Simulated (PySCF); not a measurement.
C2H2S (charge -1 and doublet state).
SMILES with atom numbers: `[CH2:1]=[C:2][S-:3]` (hydrogens: H4, H5 on C1)

Cartesian coordinates in Å at the GFN2-xTB level; atoms count from 1:
```xyz
5
C2H2S angstrom
C     -0.502   -0.032   -0.283
C      0.755   -0.290    0.013
S      1.898    0.185    1.118
H     -0.992   -0.540   -1.113
H     -1.150    0.680    0.248
```

Method: UKS B3LYP, pcH-1 on C H S, non-relativistic, mean-field spin-orbit, GIAO in PySCF 2.14.0. Whether the extra electron is bound in the gas phase wasn't checked; a finite basis holds it in any case. The geometry wasn't refined by DFT: couplings that depend on bond lengths, twists or pyramidal angles can differ widely from those at the functional's own minimum, by a factor of two or more for some ions and for spin on atoms past the first row.

(1) Match the computed a_iso(13C) values +238.4, +61.3 MHz with the sites C1; C2.

(2) Match the computed a_iso(1H) values +106.8, +52.1 MHz with the sites H4; H5.

Answers

(1) 
```tsv
site	a_iso (MHz)	ρ(0) (bohr⁻³)	position	distance from C2 (Å)	spin population	largest |T| (MHz)
C1	+61.3	+0.0546	1 bond from C2	1.32	-0.10	13.1
C2	+238.4	+0.2120	largest spin population	0.00	+0.65	107.2
```

(2) 
```tsv
site	a_iso (MHz)	ρ(0) (bohr⁻³)	position	distance from C2 (Å)	bound to	spin population there	largest |T| (MHz)
H4	+52.1	+0.0117	2 bonds from C2	2.09	C1	-0.10	9.7
H5	+106.8	+0.0239	2 bonds from C2	2.15	C1	-0.10	6.2
```

ρ(0) is the spin density at the nucleus and T the dipolar tensor; a_iso includes a spin–orbit part. The largest Mulliken spin populations are on C2 (+0.65), S3 (+0.33), H5 (+0.10) and C1 (-0.10). The positive populations add up to 1.10 and the negative ones to -0.10, together 2S = 1.

Hardware: one thread of an Arm Neoverse V1, shared host with 32 logical CPUs at a one-minute load of 17. Cost: 14 s of wall time (with the writing of density and orbital grids), 0.34 GiB resident at most.
